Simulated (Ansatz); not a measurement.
System: H₂N, doublet: symmetric bend, bond length relaxed. Scanned: H-N-H angle. Other coordinates (N-H bond length) were minimised at PBE0/def2-TZVP.

Computed with: UKS-PBE/cc-pVDZ = unrestricted PBE/cc-pVDZ (Ansatz, a program for electronic structure); UKS-CAM-B3LYP/cc-pVDZ = unrestricted CAM-B3LYP/cc-pVDZ (Ansatz); FCI/cc-pVDZ = full CI/cc-pVDZ, frozen core (Ansatz).

Energies relative to the lowest point of each profile, in eV; the last columns give the error against full CI:

| a / ° | UKS-PBE/cc-pVDZ | UKS-CAM-B3LYP/cc-pVDZ | FCI/cc-pVDZ | UKS-PBE/cc-pVDZ − FCI/cc-pVDZ | UKS-CAM-B3LYP/cc-pVDZ − FCI/cc-pVDZ |
|---|---|---|---|---|---|
| 180 | 1.520 | 1.494 | 1.702 | -0.182 | -0.207 |
| 173.90 | 1.499 | 1.473 | 1.675 | -0.176 | -0.203 |
| 163.11 | 1.362 | 1.332 | 1.508 | -0.146 | -0.176 |
| 156.85 | 1.232 | 1.199 | 1.352 | -0.120 | -0.153 |
| 148.73 | 1.023 | 0.987 | 1.107 | -0.084 | -0.120 |
| 139.36 | 0.751 | 0.714 | 0.797 | -0.046 | -0.083 |
| 132.57 | 0.552 | 0.517 | 0.576 | -0.024 | -0.059 |
| 122.91 | 0.297 | 0.268 | 0.301 | -0.004 | -0.033 |
| 116.18 | 0.156 | 0.133 | 0.152 | 0.003 | -0.019 |
| 107.07 | 0.030 | 0.021 | 0.026 | 0.004 | -0.006 |
| 101.82 | 0.000 | 0.000 | 0.000 | 0.000 | 0.000 |
| 91.12 | 0.050 | 0.074 | 0.065 | -0.015 | 0.009 |
| 82.05 | 0.224 | 0.273 | 0.257 | -0.033 | 0.017 |
| 74.84 | 0.455 | 0.528 | 0.507 | -0.052 | 0.022 |
| 66.68 | 0.822 | 0.927 | 0.901 | -0.079 | 0.026 |
| 60 | 1.212 | 1.343 | 1.316 | -0.104 | 0.027 |

UKS-PBE/cc-pVDZ is furthest from FCI/cc-pVDZ at 180 (-0.182 eV, below); its mean absolute error over the points is 0.067 eV.

UKS-CAM-B3LYP/cc-pVDZ is furthest from FCI/cc-pVDZ at 180 (-0.207 eV, below); its mean absolute error over the points is 0.072 eV.
